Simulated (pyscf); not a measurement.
Four-centre exchange: HO–SiH₂–F + NH₃ → H₂N–SiH(OH)–F + H₂

Gas phase, singlet surface, charge 0. Bonds broken: Si2–H5, N7–H8. Bonds formed: Si2–N7, H5–H8. Structures and frequencies: ωB97X-D3(BJ)/def2-SVP in PySCF.

Transition state (Å):

```xyz
10

O     -2.3973     0.8958    -0.1524
Si    -1.1269    -0.0274     0.3733
F     -1.1578    -1.6227     0.6931
H     -2.6605     0.6875    -1.0564
H     -1.0412    -0.5794    -1.4469
H     -1.0154     0.5200     1.7533
N      0.5856     0.3761    -0.2923
H     -0.0294    -0.1386    -1.2261
H      0.8428     1.3641    -0.3399
H      1.3484    -0.1662     0.1189
```

One imaginary mode, 1434i cm⁻¹; descent along it reached the two sides named, in the forms told below.

| bond | change | reactant side (Å) | saddle | product side |
|---|---|---|---|---|
| Si2–H5 | breaks | 1.486 | 1.904 | 3.9 |
| N7–H8 | breaks | 1.020 | 1.231 | 2.7 |
| Si2–N7 | forms | 2.480 | 1.881 | 1.718 |
| H5–H8 | forms | 2.8 | 1.126 | 0.762 |

Electronic energies relative to the separated reactants (kcal/mol):

| level | barrier | reaction energy | reverse barrier |
|---|---|---|---|
| ωB97X-D3(BJ)/def2-TZVP | 35.7 | -14.1 | 49.7 |
| PBE/def2-TZVP | 30.8 | -12.2 | 43.0 |
| r²SCAN/def2-TZVP | 32.2 | -14.7 | 46.9 |
| B3LYP-D3(BJ)/def2-TZVP | 36.2 | -13.5 | 49.6 |
| PBE0-D3(BJ)/def2-TZVP | 32.5 | -13.0 | 45.5 |
| M06-2X/def2-TZVP | 36.5 | -16.4 | 52.9 |
| ωB97M-D3(BJ)/def2-TZVP | 35.5 | -13.6 | 49.1 |
| HF/def2-TZVP | 56.0 | -10.7 | 66.7 |

With ωB97M-D3(BJ)/def2-TZVP energies and thermal terms (ideal gas, 1 atm, RRHO with modes under 100 cm⁻¹ raised to 100, one conformer, R ln 2 for chiral ones without a mode under 150 cm⁻¹), in kcal/mol:

```json
[
 {"T (K)": "298", "ΔH‡": "33.6", "ΔG‡": "45.0", "ΔH": "-16.9", "ΔG": "-14.9"},
 {"T (K)": "600", "ΔH‡": "33.8", "ΔG‡": "56.5", "ΔH": "-15.4", "ΔG": "-13.5"},
 {"T (K)": "900", "ΔH‡": "34.5", "ΔG‡": "67.8", "ΔH": "-14.3", "ΔG": "-12.9"},
 {"T (K)": "1200", "ΔH‡": "35.4", "ΔG‡": "78.8", "ΔH": "-13.5", "ΔG": "-12.5"}
]
```

On the reactant side the descent ends in a complex, 4.9 kcal/mol under the separated species and 40.5 kcal/mol under the saddle at ωB97X-D3(BJ)/def2-TZVP. At the saddle there is also a short H–Si contact that neither side keeps. The same reactants have a lower exit, to H₂N–SiH₂–OH + HF (barrier +23.6 kcal/mol at ωB97M-D3(BJ)/def2-TZVP, against +35.5 kcal/mol here). This is the saddle that the search found; another between the same sides may lie lower.
